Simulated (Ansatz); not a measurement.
## Os2Au: from a trial structure to a relaxed crystal

Method: DFT PBE, scalar-relativistic, plane waves, PAW (Ansatz 0.2.0). Cutoff 420 eV, Γ-centred k mesh, Gaussian smearing, no spin polarisation in the final step.

The start puts Os2Au on the fluorite structure type (Fm-3m, No. 225), with Au in place of Ca, Os in place of F, at a guessed volume.

```
Os Au
1.0
     0.00000    2.80398    2.80398
     2.80398    0.00000    2.80398
     2.80398    2.80398    0.00000
Os Au
2 1
Direct
  0.25000 0.25000 0.25000
  0.75000 0.75000 0.75000
  0.00000 0.00000 0.00000
```

Cell and atoms relax at zero pressure; the relaxation can't lower the symmetry of the start. After a coarse first stage the cell is made exact in the group found at 0.06 Å.

Formation energies are uncorrected and refer to the elements' standard structures at the same level.

Problem. What does it relax into?

Solution. It keeps Fm-3m (No. 225). The result has the fluorite structure. Conventional cell: a = 6.000 Å. Around Os lie 4 Au at 2.60 Å and 6 Os at 3.00 Å; Au has 8 Os at 2.60 Å.

```xyz
3
Lattice="0.0000 2.9999 2.9999 2.9999 0.0000 2.9999 2.9999 2.9999 0.0000" Properties=species:S:1:pos:R:3 pbc="T T T"
Os    1.4999    1.4999    1.4999
Os    4.4998    4.4998    4.4998
Au    0.0000    0.0000    0.0000
```

Problem. What are its volume, energy, density and gap?

Solution. The volume per atom is 18.00 Å³. The density is 17.76 g/cm³ and the energy over the elements is 1.62 eV/atom. The gap on the 14×14×14 mesh is 0 eV (a metal).

The final run used a 14×14×14 mesh on its 3-atom cell and 0.10 eV smearing. The k mesh leaves about 4 meV/atom of noise in metals. Spin–orbit coupling is left out. Symmetry constrained the relaxation, so the result can be a saddle point.

Cost: 3 runs of about 0.21 core-minutes in all, on Intel Xeon 6975P-C (Granite Rapids) (shared hosts).